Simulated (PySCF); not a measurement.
# CO and its ions

RHF-CCSD(T); C jorge-DZP-DKH, O jorge-DZP-DKH; spin-free X2C with a Gaussian nucleus (PySCF 2.14). Neutral (RHF): singlet (closed shell), Re = 1.149 Å, ωe = 2139 cm⁻¹, De = 10.36 eV.

CO⁺ (ROHF): doublet (σ ↑), Re = 1.135 Å, ωe = 2185 cm⁻¹, De = 7.72 eV to C⁺ + O. The energies at the minima are -113.12910 hartree for CO and -112.62927 for CO⁺.

Work out the adiabatic ionisation energy, without and with harmonic zero-point energies (1 hartree = 27.2114 eV, 1 eV = 8065.5 cm⁻¹), and the change of the bond length.

At CCSD(T): 0.49983 hartree = 13.601 eV between the minima; the zero-point term (2185.0 − 2139.0)/2 cm⁻¹ = +0.003 eV makes it 13.604 eV. Re changes by -1.4 pm against the neutral. The electron leaves a σ orbital, and the shorter bond of the ion fits an antibonding orbital, or a change in how ionic the bond is.

Correlated steps freeze 2 core orbitals. Correlated levels converge slowly with the basis: in double zeta they bind strong bonds too weakly, by up to about 1 eV, and carry superposition errors of some tenths. For an ion De counts to the pair picked by the measured ionisation energies or electron affinities, which need not be the lowest pair at this level. Where the molecule has an RHF reference, its open-shell atoms are computed with UHF. The CCSD T1 diagnostic is raised in CO, a sign that a single reference may not be enough there. States were picked by a PBE0 search and need not be the measured ground states.
